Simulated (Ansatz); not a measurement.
# CH₂S, SMILES C=S: the interaction energy of a dimer with the counterpoise correction

With Ansatz 0.2.0, Python API.

Notebook, run cell by cell (the value of a cell's last expression is shown):

```python
import ansatz as az
import numpy as np
```

```python
FIRST = [
    ('C', (-0.0813, -0.0731, -0.0287)),
    ('S', (1.3489, 0.477, 0.5364)),
    ('H', (-1.034, -0.1756, 0.6036)),
    ('H', (-0.2337, -0.2282, -1.1112)),
]
SECOND = [
    ('C', (0.8469, -4.1678, -0.1905)),
    ('S', (0.0179, -2.8193, -0.5926)),
    ('H', (0.4369, -5.0087, 0.4749)),
    ('H', (1.8069, -4.4028, -0.6826)),
]
```

```python
def energy(atoms, ghosts=()):
    molecule = az.Crystal.molecule()
    for symbol, xyz in atoms:
        molecule = molecule.atom(symbol, xyz)
    calc = (
        molecule.calculation()
        .basis(gaussian='def2-SVP')
        .functional('r2scan')
    )
    deck = calc.input()
    if ghosts:
        deck = deck.set(az.key.basis.gaussian.ghost_atoms, [{'symbol': s, 'position_ang': list(xyz)} for s, xyz in ghosts])
    return az.Session.from_dict(deck).plan().execute().report['free_energy_ev']
```

```python
direction = np.array([0.1859, -0.9808, -0.0593])
print('shift (A)   counterpoise-corrected interaction (kcal/mol)')
for shift in (-0.3, 0.0, 0.4, 1.0, 2.0):
    moved = [(s, tuple(np.round(np.array(xyz) + shift * direction, 4))) for s, xyz in SECOND]
    gain = energy(FIRST + moved) - energy(FIRST, moved) - energy(moved, FIRST)
    print(f'{shift:8.2f} {23.060548 * gain:14.3f}')
```

    shift (A)   counterpoise-corrected interaction (kcal/mol)
       -0.30          7.517
        0.00          1.885
        0.40         -0.370
        1.00         -0.545
        2.00         -0.172

Notes:
- The dimer is a generated trial pose of unrelaxed monomers, not a minimum, so the figure is no binding energy, and the basis set is small.
- This level lacks the dispersion part of the attraction (electrostatics and induction are there), which can decide the sign where the interaction is weak.
- The whole script took 46 s on 1 thread of Arm Neoverse V1, on a shared host, peak memory 0.2 GiB.
